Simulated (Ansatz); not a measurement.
# CH4AlS+ (SMILES [CH2]1[AlH][SH+]1): one structure at several levels

One table from this session's results is given with a row withheld; the runs are named, their logs left out.

Computed with Ansatz 0.2.0, Gaussian basis. Level: single points in def2-TZVPP.

Correlated methods freeze the cores.

## The system as given

SMILES `[CH2]1[AlH][SH+]1`, 7 atoms, charge 1, spin multiplicity 1.

Atoms are counted from 1 here; the program's logs count them from 0.

Bond lengths: C1–Al2 1.898 Å, C1–H4 1.168 Å, C1–H5 1.103 Å, Al2–S3 2.384 Å, Al2–H6 1.561 Å, S3–H7 1.463 Å. Angles: Al2–C1–H4 123.4°, Al2–C1–H5 122.9°, H4–C1–H5 113.7°, C1–Al2–S3 56.8°, C1–Al2–H6 166.3°, S3–Al2–H6 134.0°, Al2–S3–H7 91.4°.

As a file:

```
C    -0.7173    0.2185   -0.4755
Al    0.2386    0.4344    1.1499
S     1.2285   -0.4183   -0.8444
H    -1.3308   -0.7403   -0.7383
H    -0.7745    1.0057   -1.2460
H     0.8042    0.9090    2.5248
H     0.8841   -1.7909   -0.4721
```

Set-up of the first run:

File run/in.yaml:

```yaml
crystal:
  periodic: [false, false, false]
  atoms:
    - {symbol: C, position_ang: [-0.717300, 0.218500, -0.475500]}
    - {symbol: Al, position_ang: [0.238600, 0.434400, 1.149900]}
    - {symbol: S, position_ang: [1.228500, -0.418300, -0.844400]}
    - {symbol: H, position_ang: [-1.330800, -0.740300, -0.738300]}
    - {symbol: H, position_ang: [-0.774500, 1.005700, -1.246000]}
    - {symbol: H, position_ang: [0.804200, 0.909000, 2.524800]}
    - {symbol: H, position_ang: [0.884100, -1.790900, -0.472100]}
basis:
  gaussian: {orbitals: def2-TZVPP}
total_charge: 1
correlation: {method: ccsd_t}
output: {forces: true}
```

No record of the launch command was kept for these runs.

Steps of the session up to this table: CCSD(T)/def2-TZVPP; PBE0-D4/def2-TZVPP; wB97M-V/def2-TZVPP; r2SCAN-D4/def2-TZVPP; PBE-D4/def2-TZVPP; revPBE-D4/def2-TZVPP; BHLYP-D4/def2-TZVPP.

One of the session's tables, all rows but one given; the rest of the session is left out.

```
   method  RMS force component (eV/Å)  angle to CCSD(T) forces (°)
  CCSD(T)                       1.081                    reference
  PBE0-D4                       1.106                          6.8
  wB97M-V                       1.128                          6.0
r2SCAN-D4                       1.060                          4.6
   PBE-D4                       0.962                          5.7
revPBE-D4                           ?                            ?
 BHLYP-D4                       1.224                          5.8
```

**Question.** Estimate the row for revPBE-D4.

The run gave: RMS force component (eV/Å): 0.955; angle to CCSD(T) forces (°): 4.9. In the column «RMS force component (eV/Å)» it is the lowest.
